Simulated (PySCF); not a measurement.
# Shieldings and the share of exact exchange

Molecule: SMILES C#C[C@H](C)F, C₄H₅F.

Mapped SMILES: `[CH:1]#[C:2][C@H:3]([CH3:4])[F:5]`; H(Xn) means a hydrogen on atom n.

GIAO shieldings (ppm, equivalent atoms averaged) in PySCF 2.14.0 with density-fitted response routines on the PBE0-D3(BJ)/def2-SVP geometry, basis pcSseg-2, gas phase, non-relativistic:

```tsv
functional	exact exchange (%)	σ(C2)	σ(C3)	σ(F5)
BLYP	0	87.6	88.5	350.6
BP86	0	91.1	93.7	355.3
PBE	0	90.6	93.7	353.4
B3LYP	20	91.7	95.6	364.0
PBE0	25	95.7	102.0	368.8
mPW1PW91	25	95.5	101.3	370.2
HF	100	108.9	119.3	401.9
```

Q: Fit each shielding as a line in the percentage of exact exchange.

A: σ(C2) = 89.8 + 0.19 x (rms 1.4 ppm); σ(C3) = 92.5 + 0.27 x (rms 2.3 ppm); σ(F5) = 354.5 + 0.49 x (rms 2.3 ppm). The functionals also differ in their semilocal parts, which the line can't hold; Hartree–Fock has no correlation at all.

Q: What does the line predict for BHandHLYP (50 %), and what does the run give?

A: σ(C2): 99.3 predicted, 97.8 computed; σ(C3): 106.0 predicted, 104.9 computed; σ(F5): 379.0 predicted, 379.6 computed ppm.
